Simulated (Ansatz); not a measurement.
**Forces away from equilibrium**

BSiH4O (SMILES OB[SiH2+]) (charge +1), closed shell, displaced at random from a GFN2-xTB minimum.

```tsv
atom	x (Å)	y (Å)	z (Å)
O1	-1.5189	0.1717	-0.4002
B2	-0.2992	-0.2687	-0.6769
Si3	1.0418	0.1377	0.8589
H4	-2.3077	0.0192	-0.9926
H5	0.0049	-0.8470	-1.6745
H6	0.5481	0.5293	2.1786
H7	2.5210	0.2655	0.7243
```

Ansatz 0.2.0; basis: def2-TZVPP; cores frozen in the correlated methods. B3LYP uses VWN-RPA correlation.

CCSD(T) forces from the calculation:
```json
{"atom": "O1", "Fx": "-1.235", "Fy": "0.103", "Fz (eV/Å)": "-0.034"}
{"atom": "B2", "Fx": "-0.283", "Fy": "-0.475", "Fz (eV/Å)": "-0.728"}
{"atom": "Si3", "Fx": "0.210", "Fy": "0.426", "Fz (eV/Å)": "-0.265"}
{"atom": "H4", "Fx": "1.481", "Fy": "0.131", "Fz (eV/Å)": "0.593"}
{"atom": "H5", "Fx": "0.192", "Fy": "0.061", "Fz (eV/Å)": "0.195"}
{"atom": "H6", "Fx": "-0.021", "Fy": "-0.077", "Fz (eV/Å)": "0.228"}
{"atom": "H7", "Fx": "-0.345", "Fy": "-0.170", "Fz (eV/Å)": "0.010"}
```

Which atom feels the largest CCSD(T) force, and how large is it?

H4, 1.60 eV/Å, along (0.93, 0.08, 0.37).

Root-mean-square difference of the force components from those of CCSD(T): PBE0-D4 0.174; wB97M-V 0.122; r2SCAN-D4 0.112; PBE-D4 0.208; LC-wPBE 0.162; B3LYP-D4 0.130 eV/Å.

The T1 diagnostic stays at or below 0.016. These are differences at one structure, and CCSD(T) in triple zeta is itself an approximation.

For scale, one of the runs: CCSD(T)/def2-TZVPP forces, 160 basis functions (an equivalent command: `ansatz run in.yaml --threads 4`). The run took 40 s on 4 CPU threads (shared host), with 2.2 GiB of host memory at its peak.
